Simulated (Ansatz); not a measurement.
Born–Oppenheimer molecular dynamics of BClH₂O (5 atoms, charge 0, multiplicity 1). It starts from a relaxed structure.

Theory: Ansatz, RKS PBE0/def2-SVP.

| Property | Result |
| --- | --- |
| ensemble | NVE (Milne-controlled integrator) |
| time step | 1 fs |
| steps asked | 250 |
| starting velocities drawn for | 400 K |
| seed | 497111 |

Frames 5 fs apart, positions in Å, forces in eV/Å.

Velocities at 160.0 fs (Å/ps):

```
B 1.71 3.23 1.13
H -10.40 3.08 21.67
O 3.59 -2.67 0.04
H 8.53 15.76 -6.87
Cl -2.09 -0.32 -0.78
```

```xyz
5
Properties=species:S:1:pos:R:3:forces:R:3 time_fs=160.0 energy_less_start_eV=0.071 T=217
B 0.025 -0.024 0.122 1.29 -0.85 -0.85
H -0.062 0.293 1.280 -0.15 0.03 -0.13
O 1.252 -0.392 -0.373 -0.95 0.75 0.56
H 1.243 -0.507 -1.334 -0.07 -0.18 0.16
Cl -1.352 -0.168 -0.985 -0.13 0.25 0.26
5
Properties=species:S:1:pos:R:3:forces:R:3 time_fs=165.0 energy_less_start_eV=0.102 T=137
B 0.046 -0.017 0.123 0.40 -0.82 -0.41
H -0.116 0.294 1.306 0.18 -0.15 -0.77
O 1.262 -0.399 -0.369 -0.81 0.92 0.87
H 1.275 -0.452 -1.330 -0.09 -0.27 -0.13
Cl -1.362 -0.169 -0.987 0.33 0.32 0.45
5
Properties=species:S:1:pos:R:3:forces:R:3 time_fs=170.0 energy_less_start_eV=0.096 T=151
B 0.075 -0.028 0.110 -1.19 -0.70 -1.37
H -0.139 0.277 1.213 0.08 0.28 0.95
O 1.262 -0.394 -0.356 0.55 0.43 -0.31
H 1.285 -0.457 -1.324 -0.04 -0.26 0.32
Cl -1.370 -0.168 -0.987 0.60 0.26 0.40
5
Properties=species:S:1:pos:R:3:forces:R:3 time_fs=175.0 energy_less_start_eV=0.069 T=223
B 0.077 -0.053 0.077 -2.14 0.40 1.19
H -0.130 0.299 1.243 0.28 -0.22 -0.68
O 1.269 -0.381 -0.343 1.21 -0.01 -0.39
H 1.289 -0.527 -1.292 0.14 -0.26 -0.29
Cl -1.375 -0.164 -0.984 0.53 0.09 0.17
5
Properties=species:S:1:pos:R:3:forces:R:3 time_fs=180.0 energy_less_start_eV=0.024 T=339
B 0.040 -0.071 0.062 0.60 0.02 0.02
H -0.073 0.290 1.183 -0.22 0.13 0.45
O 1.291 -0.369 -0.339 -0.52 -0.15 -0.67
H 1.319 -0.647 -1.272 0.10 0.09 0.36
Cl -1.376 -0.161 -0.981 0.05 -0.08 -0.15
5
Properties=species:S:1:pos:R:3:forces:R:3 time_fs=185.0 energy_less_start_eV=0.092 T=162
B 0.013 -0.088 0.051 2.24 0.24 0.46
H -0.058 0.299 1.189 -0.31 -0.03 -0.02
O 1.306 -0.358 -0.342 -1.53 -0.11 0.18
H 1.373 -0.762 -1.214 0.00 0.12 -0.16
Cl -1.376 -0.157 -0.978 -0.40 -0.21 -0.46
5
Properties=species:S:1:pos:R:3:forces:R:3 time_fs=190.0 energy_less_start_eV=0.088 T=174
B 0.031 -0.100 0.049 0.92 0.63 0.81
H -0.109 0.303 1.198 0.01 -0.21 -0.47
O 1.301 -0.350 -0.344 -0.57 -0.43 0.14
H 1.424 -0.836 -1.169 -0.16 0.29 -0.10
Cl -1.379 -0.155 -0.978 -0.19 -0.28 -0.38
5
Properties=species:S:1:pos:R:3:forces:R:3 time_fs=195.0 energy_less_start_eV=0.124 T=80
B 0.067 -0.099 0.060 -1.46 0.41 -0.48
H -0.163 0.277 1.145 0.16 0.25 0.86
O 1.288 -0.348 -0.344 1.23 -0.70 -0.13
H 1.440 -0.849 -1.154 -0.24 0.31 -0.13
Cl -1.383 -0.155 -0.980 0.32 -0.28 -0.12
5
Properties=species:S:1:pos:R:3:forces:R:3 time_fs=200.0 energy_less_start_eV=0.090 T=169
B 0.074 -0.087 0.068 -1.80 0.63 0.64
H -0.171 0.282 1.216 0.45 -0.17 -0.54
O 1.291 -0.355 -0.345 0.93 -0.39 0.16
H 1.404 -0.800 -1.187 -0.14 0.11 -0.37
Cl -1.386 -0.157 -0.983 0.56 -0.18 0.09
5
Properties=species:S:1:pos:R:3:forces:R:3 time_fs=205.0 energy_less_start_eV=0.034 T=312
B 0.047 -0.065 0.085 0.76 -0.35 -0.75
H -0.092 0.267 1.217 -0.08 0.15 0.28
O 1.306 -0.369 -0.345 -1.17 -0.04 -0.22
H 1.330 -0.703 -1.261 -0.02 0.26 0.43
Cl -1.384 -0.160 -0.986 0.52 -0.02 0.25
5
Properties=species:S:1:pos:R:3:forces:R:3 time_fs=210.0 energy_less_start_eV=0.085 T=182
B 0.033 -0.048 0.089 1.67 -0.55 -0.15
H -0.026 0.274 1.251 -0.37 0.04 -0.17
O 1.305 -0.383 -0.346 -1.97 0.59 0.23
H 1.257 -0.568 -1.290 0.27 -0.20 -0.21
Cl -1.379 -0.163 -0.987 0.40 0.11 0.30
5
Properties=species:S:1:pos:R:3:forces:R:3 time_fs=215.0 energy_less_start_eV=0.060 T=245
B 0.051 -0.042 0.089 0.11 -0.25 0.46
H -0.040 0.294 1.256 -0.24 -0.08 -0.38
O 1.277 -0.389 -0.347 -0.52 0.45 -0.66
H 1.244 -0.468 -1.316 0.27 -0.31 0.28
Cl -1.371 -0.166 -0.986 0.38 0.18 0.29
```

Of the whole run (250 fs, mean temperature of the second half 200 K): The conserved energy stayed within 0.075 meV per atom of its start (net change 0.0028 meV per atom), so the integration is sound. Over the second half the temperature averaged 0.50 of the 400 K drawn at the start: a run that starts near a minimum puts about half its kinetic energy into the potential. A run of 0.25 ps of so small a system gives no equilibrium averages.

The run took 3.8 min on 1 thread of Arm Neoverse V2, on a shared host, peak memory 0.096 GiB.
